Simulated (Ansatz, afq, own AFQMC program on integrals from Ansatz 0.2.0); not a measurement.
## H$_{2}$O$_{2}$, singlet in cc-pVDZ, levels against CCSDT(Q)

```xyz
4

O     0.0000   -0.1409    0.7046
O     0.0000    0.1409   -0.7046
H     0.0000    0.7608    1.0436
H     0.0000   -0.7608   -1.0436
```

Connectivity, by distances: OH–OH.

Basis cc-pVDZ. Noble-gas cores (and the filled d shells of Ga–Kr and In–Xe) are frozen. Ansatz 0.2.0 and our own AFQMC program on the same integrals; the CISD trial comes from CCSD amplitudes, and released means the phaseless constraint is let go. Free AFQMC starts from the CCSD state and is never constrained. Its projection time is finite, and what remains of the start isn't in its error. ± is one standard error of the sampling.

Determinant: RHF, the one that the program's search chose, which needn't be the lowest solution. The geometry is a point of a scan.

No full CI on the walks' own integrals is used here; CCSDT(Q) serves as the reference and is uncertain by about the last step of the cluster series.

* T1 diagnostic: 0.0090
* weight of the determinant in the CISD state: 0.895
* size of the correlated space: 14 electrons in 36 orbitals

Reference: CCSDT(Q), correlation energy -11.144 eV. The released energy is read at 1.62 1/Eh, later times being too noisy (meV from the phaseless value at times in 1/Eh: 15 ± 18 at 0.24, 13 ± 17 at 0.51, 14 ± 20 at 0.99, 6 ± 22 at 1.62, 4 ± 32 at 2.40).

```tsv
level	E − E(reference) (kcal/mol)	share of correlation (%)
HF	256.99	0.00
MP2	15.50	93.97
CCSD	6.65	97.41
CCSD(T)	1.04	99.60
CCSDT	0.87	99.66
ph-AFQMC/CISD	-0.28 ± 0.34	100.11
released AFQMC	-0.13 ± 0.51	100.05
free AFQMC	-0.54 ± 0.75	100.21
```

Free projections are given only where their last times agree within the noise and don't stop above the reference; a slow remainder of the start can still hide under it. A walk keeps the symmetry of its determinant, which the program's search chose and which needn't be the lowest solution, so a lower state of the same spin and another symmetry isn't excluded. Released energies are given only where the last usable release times agree within the noise; a slower fall can still hide under it.
